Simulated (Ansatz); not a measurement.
Saddle point of CH$_{4}$Cl, doublet (CH₃Cl ([CH3][Cl]) + H → CH₂Cl ([CH2][Cl]) + H₂; bonds formed: H1–H4; bonds broken: H1–C2), PBE0-D4/def2-TZVP structure:

```tsv
atom	x (Å)	y (Å)	z (Å)
H1	-0.7727	-0.3711	0.3557
C2	0.3307	0.2782	-0.0772
Cl3	1.1021	-0.6976	-1.2778
H4	-1.5360	-0.8015	0.6669
H5	-0.0591	1.2056	-0.4861
H6	0.9349	0.3864	0.8186
```

Energies are electronic, without zero-point energy. Barriers and step energies count from the start structure reached by relaxing down the imaginary mode; all methods use the PBE0-D4 structures, on which another method's saddle can fall below an end. Ansatz 0.2.0; basis: def2-TZVPP, with def2-QZVPP for the basis limit; cores frozen in the correlated methods; orbitals are unrestricted. B3LYP uses VWN-RPA correlation. Extrapolation: Hartree–Fock as exp(−7.88 √X), correlation as X^−2.97.

```
      method  barrier (eV)  step energy (eV)
       SPW92         0.052            -0.013
      PBE-D4         0.249            -0.113
     BLYP-D4         0.173            -0.279
   r2SCAN-D4         0.228            -0.264
      B97M-V         0.348            -0.138
     PBE0-D4         0.396            -0.079
    B3LYP-D4         0.293            -0.239
  r2SCAN0-D4             ?            -0.236
    BHLYP-D4             ?            -0.196
CAM-B3LYP-D4         0.386            -0.179
     wB97X-V         0.520            -0.095
     wB97M-V         0.518            -0.115
      B2PLYP         0.460            -0.155
    PBE-QIDH         0.582            -0.022
  RPA on PBE         0.550            -0.156
          HF             ?            -0.027
         MP2         0.763             0.077
        CCSD         0.599            -0.145
     CCSD(T)         0.569            -0.123
```

(1) Fill in the withheld barriers. (An estimate is asked for; the value comes from the calculation.)

T1 diagnostic: at most 0.015. ⟨S²⟩ of the unrestricted Hartree–Fock references: 0.75 to 0.79 (a pure state has 0.75).

## Answers

(1) Computed: r2SCAN0-D4 0.333; BHLYP-D4 0.463; HF 1.014 eV. Each is the energy of the saddle less that of the start structure, by the same method.

For comparison, the barrier by CCSD(T) at an estimated basis limit (MP2 extrapolated from triple and quadruple zeta, plus CCSD(T) − MP2 in triple zeta) is 0.562 eV.

Labels in which every atom is bracketed show which atoms are joined, not bond orders.

For scale, one of the runs: CCSD(T)/def2-TZVPP, 129 basis functions, launched by `ansatz run in.yaml --threads 2 --pin off --events-out ev --progress --plain --max-ram 4352MiB`. The run took 26 s on 2 CPU threads of an Intel Xeon Platinum 8488C (shared host), with 1.3 GiB of host memory at its peak.
